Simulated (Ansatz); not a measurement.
Reaction (SMILES): [N]=O (N-O) → NO+ (singlet, bonded as O=[N]) + e-
B3LYP-D3(BJ)/def2-TZVP geometries, fixed; electronic energies without zero-point terms.

Basis-set convergence of the adiabatic ionisation energy at MP2 with Ansatz (a program for electronic structure). Cartesian d functions, on some or all atoms, in 6-31G**; all else is spherical. Cores are frozen. Open shells are unrestricted. No added dispersion term, no relativity. Functions are those of the species that has most. Reference: Hartree-Fock in aug-cc-pVQZ plus the correlation part extrapolated as X^-3 from aug-cc-pVTZ and aug-cc-pVQZ, 8.930 eV, itself unsure by roughly 0.016 eV (a third of the extrapolation step and of the last Hartree-Fock step).

```csv
basis,functions,adiabatic ionisation energy (eV)
3-21G,18,8.498
pcseg-0,18,?
cc-pVDZ,28,?
pcseg-1,28,?
6-31G**,30,8.763
6-311G**,36,8.576
def2-SVPD,43,8.878
aug-pcseg-1,46,?
"6-311++G(2d,2p)",54,8.776
def2-TZVPP,62,8.801
def2-TZVPPD,77,8.827
"6-311++G(3df,3pd)",78,8.852
aug-cc-pVTZ,92,8.884
aug-pcseg-2,92,8.881
def2-QZVPPD,129,8.876
aug-cc-pVQZ,160,8.902
cc-pV5Z,182,8.896
pcseg-4,202,8.895
```

Problem. Complete the blanks.

Solution. 
- pcseg-0, adiabatic ionisation energy (eV): 9.210
- cc-pVDZ, adiabatic ionisation energy (eV): 8.553
- pcseg-1, adiabatic ionisation energy (eV): 8.754
- aug-pcseg-1, adiabatic ionisation energy (eV): 8.824
